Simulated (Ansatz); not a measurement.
The same path of ClH3Si + H2O (8 atoms, charge 0, multiplicity 1) was run twice with different band settings. Lost on the way: Si1–Cl2, O6–H8. Made: Si1–O6, Cl2–H8.

The calculation used RKS LDA/6-31G* (Ansatz 0.2.0).

Relaxed end points:

```xyz
8
Properties=species:S:1:pos:R:3
Si 0.191 0.009 -0.025
Cl 0.251 -0.371 2.031
H 1.654 0.062 -0.373
H -0.381 1.354 -0.328
H -0.397 -1.132 -0.788
O -2.320 -0.083 0.590
H -2.360 -0.978 0.989
H -2.296 0.508 1.373
```

```xyz
8
Properties=species:S:1:pos:R:3
Si -0.278 -0.071 -0.522
Cl -0.991 0.823 3.206
H 1.004 -0.760 -0.151
H -0.130 1.411 -0.448
H -0.691 -0.505 -1.899
O -1.512 -0.422 0.576
H -1.749 -1.364 0.686
H -1.309 0.258 2.019
```

Common settings: spring 5.0 eV/Å²; optimiser quadratic models (default); start path through a guess of the saddle point; force threshold 0.05 eV/Å; iteration limit 60; end points relaxed.

| run | movable images | climbing image |
| --- | --- | --- |
| 1 | 9 | yes |
| 2 | 8 | no |

(1) What does each run give, and how far can it be trusted?

## Answers

(1) Run 1: converged after 13 iterations, highest image 0.498 eV above the first end. A vibrational analysis at the climbing image gives one clearly imaginary mode, 87i cm⁻¹: a first-order saddle point.
Run 2: converged after 17 iterations, highest image 0.506 eV above the first end. No image climbed, so the highest image needn't sit at the top of the path.
The orbitals stay closed-shell, which can raise the energy where a bond breaks towards radicals; this wasn't checked here.
